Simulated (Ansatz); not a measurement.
Voigt–Reuss–Hill shear modulus (GPa) of solids drawn from the class of elemental solids other than molecular ones, at two levels: PBE in Ansatz (plane waves, PAW), and LDA (Ansatz, a program for electronic structure, PAW).

```csv
solid,PBE,LDA,shift (%)
bcc Rb,0.88,1.03,+17.0
hcp Mg,20.1,22.2,+10.4
hcp Ti,47.4,42.5,-10.3
hcp Zr,34.4,26.3,-24
bcc Li,5.05,4.94,-2.2
hcp Sc,32.1,36.4,+13.4
bcc Fe,86.9,121,+39
fcc Cu,52.4,66.3,+27
bcc K,1.18,1.38,+16.9
double-hcp La,17.0,20.9,+23
```

The shifts run from -24 % to +39 %, with a median of +15.2 %.

Over all 10 rows LDA is the larger in 7.

Ansatz's runs of these crystals have no spin polarisation, but for bcc Fe.

Density-functional runs with spin start from parallel moments for bcc Fe.

Spin–orbit coupling is left out, also for the solids with elements from indium on (double-hcp La); its size isn't shown.

Each level is taken at its own relaxed cell. Ansatz's density-functional and Hartree–Fock values are scalar-relativistic unless marked +SOC, with PAW data made under PBE.
